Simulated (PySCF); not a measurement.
An unknown is described by computed data only.

Formula: C3H7Cl.

| Item | Value |
| --- | --- |
| 1H NMR | chemical shifts (computed TMS as zero) by class: 3.35 (2 H), 1.76 (2 H), 0.94 (3 H) ppm [GIAO B97-2/pcSseg-2] |
| Triplet | lowest triplet excitation (Tamm–Dancoff): 6.65 eV [TDA CAM-B3LYP/aug-cc-pVTZ] |
| Polarisability | 54.1 au [CAM-B3LYP/aug-cc-pVTZ] |
| 13C NMR | chemical shifts (computed TMS as zero) by class: 52.5 (1 C), 32.5 (1 C), 14.8 (1 C) ppm [GIAO B97-2/pcSseg-2] |
| Dipole | 2.23 D [CAM-B3LYP/aug-cc-pVTZ] |
| NMR, other nuclei | isotropic shieldings of nuclei other than C and H, by class: 845 (1 Cl) ppm [GIAO B97-2/pcSseg-2] |
| Rotational structure | rotational constants A, B, C: 26.193, 2.395, 2.288 GHz [PBE0-D3(BJ)/def2-TZVP] |
| UV, first state | lowest singlet excitation: 7.28 eV (170 nm, f = 0.000) [TDDFT CAM-B3LYP/aug-cc-pVTZ] |

The electronic properties come from PySCF, for the isolated species, density fitting. Levels stand in brackets. Geometry: PBE0-D3(BJ)/def2-TZVP, one conformer, isolated molecule. NMR classes are plain means over equivalent atoms (diastereotopic ones count apart unless rotation or inversion swaps them), as if these changed places fast.

Question: What is the compound? Reason from the data.

Answer: Numbering: `[CH3:1][CH2:2][CH2:3][Cl:4]`. Its formula, C3H7Cl, gives 0 degrees of unsaturation, so no ring and no π bond. 3 carbons fall into 3 classes; from least to most shielded: sp3 C–Cl carbon [C3] (52.5 ppm), chain CH2 carbon [C2] (32.5 ppm), methyl carbon [C1] (14.8 ppm). Hydrogen classes from least to most shielded: 2 H on an sp3 C–Cl carbon, C3 (3.35 ppm), 2 H on a chain CH2 carbon, C2 (1.76 ppm), 3 H on a methyl carbon, C1 (0.94 ppm). The other shieldings belong to: 845 ppm, alkyl chlorine [Cl4]. The optimised geometry has point group Cs and is an asymmetric top. Structure: `CCCCl`. Computed isomers that give other values at the same levels: `CC(C)Cl` (13C chemical shifts (computed TMS as zero) by class: 61.0 (1 C), 29.6 (2 C) ppm). The assignments are read from this structure; whether some other isomer fits the data as well wasn't checked.

The values belong to the conformer `[CH3:1][CH2:2][CH2:3][Cl:4]`: C1–C2–C3–Cl4 180°.
